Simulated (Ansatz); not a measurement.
# C3H8O: the cost of one run

All numbers below are computed with Ansatz 0.2.0 (RKS PBE0/6-31G*).

## 1. The structure to begin with

Bond lengths: C1–C2 1.460 Å, C2–O3 1.410 Å, O3–C4 1.497 Å, C1–H5 1.155 Å, C1–H6 1.102 Å, C1–H7 1.082 Å, C2–H8 1.078 Å, C2–H9 1.114 Å, C4–H10 1.031 Å, C4–H11 1.090 Å, C4–H12 1.095 Å. Angles (14 of 19 angles, heavy atoms first): C1–C2–O3 108.2°, C2–O3–C4 113.3°, C1–C2–H8 112.6°, C1–C2–H9 106.9°, O3–C2–H8 107.0°, O3–C2–H9 110.1°, C2–C1–H5 110.4°, C2–C1–H6 115.1°, C2–C1–H7 113.7°, O3–C4–H10 108.2°, O3–C4–H11 107.1°, O3–C4–H12 104.9°, H8–C2–H9 111.9°, H5–C1–H6 103.3°.

Structure file:

```xyz
12

C    -1.5248    0.4512    0.7513
C    -0.4469   -0.3239    0.1448
O     0.5860    0.5651   -0.2169
C     1.7931   -0.1252   -0.7726
H    -1.9245    1.2370    0.0044
H    -1.2311    1.0569    1.6241
H    -2.3855   -0.1436    1.0261
H    -0.7559   -0.8308   -0.7551
H    -0.0846   -1.0370    0.9208
H     2.5009    0.5911   -0.9919
H     2.1152   -0.8553   -0.0307
H     1.4350   -0.6405   -1.6702
```

## 2. Preparing the start

File input.yaml:

```yaml
crystal:
  periodic: [false, false, false]
  atoms:
    - { symbol: C, position_ang: [-1.5248, 0.4512, 0.7513] }
    - { symbol: C, position_ang: [-0.4469, -0.3239, 0.1448] }
    - { symbol: O, position_ang: [0.586, 0.5651, -0.2169] }
    - { symbol: C, position_ang: [1.7931, -0.1252, -0.7726] }
    - { symbol: H, position_ang: [-1.9245, 1.237, 0.0044] }
    - { symbol: H, position_ang: [-1.2311, 1.0569, 1.6241] }
    - { symbol: H, position_ang: [-2.3855, -0.1436, 1.0261] }
    - { symbol: H, position_ang: [-0.7559, -0.8308, -0.7551] }
    - { symbol: H, position_ang: [-0.0846, -1.037, 0.9208] }
    - { symbol: H, position_ang: [2.5009, 0.5911, -0.9919] }
    - { symbol: H, position_ang: [2.1152, -0.8553, -0.0307] }
    - { symbol: H, position_ang: [1.435, -0.6405, -1.6702] }
basis:
  gaussian: { orbitals: "6-31G*" }
hamiltonian:
  xc: pbe0
relax:
  f_tol: 0.02
  max_steps: 40
scf:
  lower_state_search: "off"
output:
  orbitals: {}
```

Run with:

```console
$ ansatz run input.yaml --threads 1 --pin off --max-ram 2048MiB --backend cpu --events-out ev --progress --plain --runs-dir out
```

**Question.** How long does this run take on 1 thread of an x86-64 CPU, shared host, and how much memory does it need?

About 8.1 s, with a peak of 0.17 GiB.
